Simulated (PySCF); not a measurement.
# One molecule, a ladder of functionals, a line

Molecule: SMILES OCC1CC1, C₄H₈O.

Molfile (atoms numbered from 1):
```
C4H8O
     RDKit          3D

 13 13  0  0  0  0  0  0  0  0999 V2000
    2.0379   -0.8444   -0.6632 O   0  0  0  0  0  0  0  0  0  0  0  0
    1.3199    0.2184   -0.0987 C   0  0  0  0  0  0  0  0  0  0  0  0
   -0.1306    0.2177   -0.4956 C   0  0  0  0  0  0  0  0  0  0  0  0
   -1.0978   -0.6625    0.2487 C   0  0  0  0  0  0  0  0  0  0  0  0
   -1.1614    0.8280    0.4027 C   0  0  0  0  0  0  0  0  0  0  0  0
    1.5554   -1.6532   -0.4601 H   0  0  0  0  0  0  0  0  0  0  0  0
    1.3864    0.2229    1.0107 H   0  0  0  0  0  0  0  0  0  0  0  0
    1.8081    1.1436   -0.4456 H   0  0  0  0  0  0  0  0  0  0  0  0
   -0.2971    0.3140   -1.5741 H   0  0  0  0  0  0  0  0  0  0  0  0
   -0.7170   -1.2426    1.0962 H   0  0  0  0  0  0  0  0  0  0  0  0
   -1.8873   -1.1637   -0.3168 H   0  0  0  0  0  0  0  0  0  0  0  0
   -0.8210    1.2563    1.3504 H   0  0  0  0  0  0  0  0  0  0  0  0
   -1.9957    1.3654   -0.0546 H   0  0  0  0  0  0  0  0  0  0  0  0
  1  2  1  0
  2  3  1  0
  3  4  1  0
  4  5  1  0
  5  3  1  0
  1  6  1  0
  2  7  1  0
  2  8  1  0
  3  9  1  0
  4 10  1  0
  4 11  1  0
  5 12  1  0
  5 13  1  0
M  END
```

GIAO shieldings (ppm, equivalent atoms averaged) in PySCF 2.14 on the PBE0-D3(BJ)/def2-SVP geometry, basis pcSseg-2, gas phase, non-relativistic:

```csv
functional,exact exchange (%),σ(O1),σ(C2),σ(C3),σ(C4/C5)
BLYP,0,268.8,96.8,155.2,171.2
BP86,0,273.9,102.5,159.9,175.0
PBE,0,273.8,102.4,160.2,175.5
B3LYP,20,278.1,104.0,160.8,175.8
mPW1PW91,25,284.1,110.3,165.9,179.8
BHandHLYP,50,288.6,113.1,167.9,181.7
HF,100,301.9,126.5,178.8,190.5
```

(1) Fit each shielding as a line in the percentage of exact exchange.

(2) What does the line predict for PBE0 (25 %), and what does the run give?

Results:

(1) σ(O1) = 273.0 + 0.30 x (rms 2.2 ppm); σ(C2) = 100.7 + 0.26 x (rms 2.2 ppm); σ(C3) = 158.5 + 0.20 x (rms 1.9 ppm); σ(C4/C5) = 173.9 + 0.17 x (rms 1.5 ppm). The functionals also differ in their semilocal parts, which the line can't hold; Hartree–Fock has no correlation at all.

(2) σ(O1): 280.5 predicted, 284.5 computed; σ(C2): 107.2 predicted, 110.8 computed; σ(C3): 163.5 predicted, 166.6 computed; σ(C4/C5): 178.2 predicted, 180.6 computed ppm.
